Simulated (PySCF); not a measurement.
Species: AlH2(OH).
SMILES: `[OH][AlH2]`

Computed with PySCF 2.14.0, density-fitted response routines, TDDFT CAM-B3LYP/def2-SVPD, vertical, gas phase, core orbitals frozen in the response. Geometry: PBE0-D3(BJ)/def2-SVP; no solvent, vibrations or thermal averaging.

Question: Predict the UV-vis stick spectrum at this level.

Answer: 

```csv
state,E (eV),ν̃ (cm⁻¹),f,symmetry,"main configurations (H = HOMO, L = LUMO)"
S1,5.68,45850,0.0000,–,H→L (99%)
S2,7.03,56660,0.014,B1 or B2,"H→L+1 (76%), H→L+2 (12%)"
S3,7.51,60610,0.0000,–,H-2→L (97%)
S4,7.84,63270,0.046,A1,H-1→L (95%)
S5,7.98,64340,0.073,B1 or B2,"H→L+2 (77%), H→L+1 (11%)"
S6,8.03,64750,0.024,B1 or B2,"H-1→L+1 (81%), H-1→L+2 (10%)"
S7,8.31,67000,0.163,B1 or B2,"H-2→L+1 (50%), H→L+4 (24%), H→L+3 (12%)"
S8,8.48,68420,0.179,B1 or B2,H→L+3 (82%)
S9,8.73,70410,0.262,B1 or B2,H-3→L (90%)
S10,9.06,73080,0.0040,B1 or B2,"H→L+4 (54%), H-2→L+1 (26%)"
S11,9.37,75600,0.099,B1 or B2,H→L+5 (92%)
S12,9.73,78440,0.103,B1 or B2,"H-1→L+3 (54%), H-1→L+4 (30%)"
S13,9.85,79450,0.015,B1 or B2,"H-1→L+2 (57%), H-1→L+4 (23%), H-1→L+1 (12%)"
S14,9.91,79940,0.189,A1,"H-3→L+1 (75%), H-3→L+2 (12%)"
S15,9.94,80180,0.139,B1 or B2,"H-2→L+3 (43%), H-2→L+2 (38%)"
```

Triplets, Tamm–Dancoff:

```json
{"state": "T1", "E (eV)": "5.23", "λ (nm)": "236.9", "main configurations (H = HOMO, L = LUMO)": "H→L (97%)"}
{"state": "T2", "E (eV)": "6.47", "λ (nm)": "191.6", "main configurations (H = HOMO, L = LUMO)": "H→L+1 (63%), H→L+2 (16%), H→L+3 (10%)"}
{"state": "T3", "E (eV)": "6.96", "λ (nm)": "178.2", "main configurations (H = HOMO, L = LUMO)": "H-1→L (95%)"}
{"state": "T4", "E (eV)": "7.13", "λ (nm)": "173.8", "main configurations (H = HOMO, L = LUMO)": "H→L+3 (75%), H→L+1 (8%)"}
```

The lowest singlet lies at 5.68 eV (218 nm, ultraviolet) and is dark (f under 0.0005); its leading configuration is HOMO→LUMO (99%). The strongest level in the table is S9 at 8.73 eV (142 nm, f = 0.262). Löwdin shares by element: HOMO hydrogen 47% or more, aluminium 31%, oxygen 20%; LUMO aluminium 62%, hydrogen 22% or more, oxygen 16%. The listed states span 4.26 eV, and the widest gap between neighbours is 1.34 eV (S1 to S2). The oscillator strengths of these states sum to 1.309; summed over the whole spectrum of an exact calculation they would give the number of electrons, 24 (Thomas–Reiche–Kuhn). Weighted by f, the mean energy of these states is 8.98 eV. Symmetry labels in C2v follow from the direction of the transition dipole and are given only for states with f of 0.002 or more; B1 and B2 swap with the choice of axes. The window holds the lowest 15 singlets.
